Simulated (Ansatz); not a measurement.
The cluster P₅⁺ (the lowest singlet isomer of a short search) was relaxed with B3LYP-D4 (def2-SVP) in Ansatz in these states: charge +1 quintet, charge +1 singlet, charge +1 triplet. The geometries follow in no particular order.

A:

```xyz
5

P     1.304    0.902   -0.362
P    -0.109   -0.683   -1.476
P     1.261   -1.251    0.172
P    -0.900    0.911   -0.162
P    -1.556    0.121    1.827
```

B:

```xyz
5

P    -0.9516    0.1916    1.1875
P    -1.1771    0.0853   -1.0645
P     0.4118    1.4625   -0.2177
P     0.4704   -1.4406   -0.8450
P     1.2465   -0.2988    0.9396
```

C:

Cartesian coordinates in Å:
```
P 0.3555 -1.3344 0.2604
P 0.1306 0.6867 1.4461
P 1.4111 0.6755 -0.3628
P -1.5890 -0.0080 0.2325
P -0.3082 -0.0198 -1.5762
```

Q: Judge from the bond lengths which geometry belongs to which state (an estimate).

A: A is the charge +1 quintet (P1–P5 3.684 Å, P3–P5 3.543 Å, P1–P4 2.212 Å); B is the charge +1 triplet (P1–P5 2.266 Å, P3–P5 2.267 Å, P1–P4 2.969 Å); C is the charge +1 singlet (P1–P5 2.354 Å, P3–P5 2.216 Å, P1–P4 2.354 Å).
